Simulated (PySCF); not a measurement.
**Computed NMR parameters against published values**

Atom-mapped SMILES (the numbers label the heavy atoms): `[CH2:1]=[CH:2][CH2:3][CH2:4][CH3:5]`. Hydrogens are named by the atom that carries them. Ha(C1) is cis to C3; Hb(C1) is trans to C3.

- GIAO PBE0/pcSseg-1 shieldings
- structure optimised with GFN2-xTB
- code: PySCF
- averaged over atoms made equivalent by symmetry, fast rotation or ring inversion, gas phase, non-relativistic Hamiltonian, one computed conformer

Reference values: estimated from measurements, as parent shift plus tabulated substituent increment (solution, not stated per compound (mostly CDCl3 or CCl4); Pretsch, Buehlmann, Badertscher, Structure Determination of Organic Compounds, 4th ed. (2009)).
```csv
atoms,quantity,reference,computed,"computed, scaled"
C2,δ 13C,139.0,148.9,142.9
C1,δ 13C,114.5,120.2,115.0
```

Reference values: measured (solution, not stated per compound (mostly CDCl3 or CCl4); Pretsch, Buehlmann, Badertscher, Structure Determination of Organic Compounds, 4th ed. (2009)).
```
atoms  quantity  reference  computed  computed, scaled
   C3     δ 13C       36.2      43.8              40.5
   C4     δ 13C       22.4      29.0              26.1
   C5     δ 13C       13.6      17.3              14.7
H(C3)      δ 1H       2.02      2.02              2.00
H(C4)      δ 1H       1.43      1.36              1.37
H(C5)      δ 1H       0.91      1.07              1.10
```

Computed shifts are σ(ref) − σ with the named reference compound (TMS for H and C) calculated as an isolated molecule at the same level. The measured values may be among those fitted. Empirical linear scaling, fitted to shifts measured mostly in CDCl3 for H and C (δ vs TMS): 13C (scatter 2.1 ppm rms, 2.3 ppm with the 13 outliers that the fit left out); 1H (scatter 0.17 ppm rms, 0.18 ppm with the 4 outliers that the fit left out). Occasional misses reach two or three times the rms, and more in compound classes unlike the fitted ones.

(1) How far are the unscaled 13C shifts from the references?

(2) How far are the unscaled 1H shifts from the references?

## Answers

(1) Mean signed difference +6.70 ppm, mean absolute 6.70 ppm over 5 comparisons; the largest is +9.9 ppm at C2 (alkene CH).

(2) Mean signed difference +0.03 ppm, mean absolute 0.08 ppm over 3 comparisons; the largest is +0.16 ppm at H(C5) (hydrogen on a methyl carbon).
